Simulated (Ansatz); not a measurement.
# C₃H₄ClF: basis-set convergence

Aim: see how fast density functionals converge with the basis set for C₃H₄ClF.

The runs use Ansatz 0.2.0, Gaussian basis; one geometry, several basis sets.

Levels to be run: PBE0-D4/def2-SVP; ωB97M-V/def2-SVP; PBE0-D4/def2-QZVPP; ωB97M-V/def2-QZVPP; the functionals' def2-TZVPP values are taken from earlier runs.

## Step 1: Structure used throughout

An earlier PBE0-D4 in a triple-zeta def2 set relaxation fixed the geometry.

SMILES `C=CC(F)Cl`, 9 atoms, charge 0, spin multiplicity 1.

Atoms are counted from 1 here; the program's logs count them from 0.

Bond lengths: C1–C2 1.323 Å, C1–H6 1.083 Å, C1–H7 1.083 Å, C2–C3 1.485 Å, C2–H8 1.085 Å, C3–F4 1.355 Å, C3–Cl5 1.791 Å, C3–H9 1.092 Å. Angles: C2–C1–H6 121.4°, C2–C1–H7 120.8°, H6–C1–H7 117.7°, C1–C2–C3 123.6°, C1–C2–H8 121.8°, C3–C2–H8 114.6°, C2–C3–F4 112.0°, C2–C3–Cl5 109.9°, C2–C3–H9 112.6°, F4–C3–Cl5 108.7°, F4–C3–H9 108.2°, Cl5–C3–H9 105.2°.

## Step 2: PBE0-D4 in def2-SVP

in.yaml

```yaml
crystal:
  periodic: [false, false, false]
  atoms:
    - {symbol: C, position_ang: [0.203481, 0.490855, 1.313837]}
    - {symbol: C, position_ang: [-0.484782, -0.025217, 0.309168]}
    - {symbol: C, position_ang: [0.129959, -0.455284, -0.972897]}
    - {symbol: F, position_ang: [1.471554, -0.261972, -0.983433]}
    - {symbol: Cl, position_ang: [-0.593005, 0.460345, -2.332146]}
    - {symbol: H, position_ang: [1.274817, 0.635975, 1.248861]}
    - {symbol: H, position_ang: [-0.290237, 0.785109, 2.231497]}
    - {symbol: H, position_ang: [-1.558504, -0.169995, 0.367110]}
    - {symbol: H, position_ang: [-0.064783, -1.505915, -1.199198]}
basis:
  gaussian: {orbitals: def2-SVP}
hamiltonian: {xc: pbe0, dispersion: d4}
output: {orbitals: {seedname: orbitals}}
```

Started as:

```sh
$ ansatz run in.yaml --threads 2 --pin off --events-out ev --progress --plain --max-ram 4352MiB
```

The runs that follow: ωB97M-V in def2-SVP; PBE0-D4 in def2-QZVPP; ωB97M-V in def2-QZVPP.

**Question.** What will the summary of the whole plan be? Wanted: PBE0-D4: double and triple zeta above quadruple; ωB97M-V: double and triple zeta above quadruple.

As calculated:

| quantity | value |
| --- | --- |
| PBE0-D4: double and triple zeta above quadruple | 11.88, 0.68 eV |
| ωB97M-V: double and triple zeta above quadruple | 12.05, 0.65 eV |

What this shows: For PBE0-D4 the step from double to triple zeta gains 11.20 eV and the next only 0.68 eV. These are total energies; as a rule much of such shifts cancels in differences, which this series doesn't test. The LUMO of ωB97M-V is positive and keeps falling with the basis (1.86 to 1.32 eV): an unbound level that the basis holds in place.
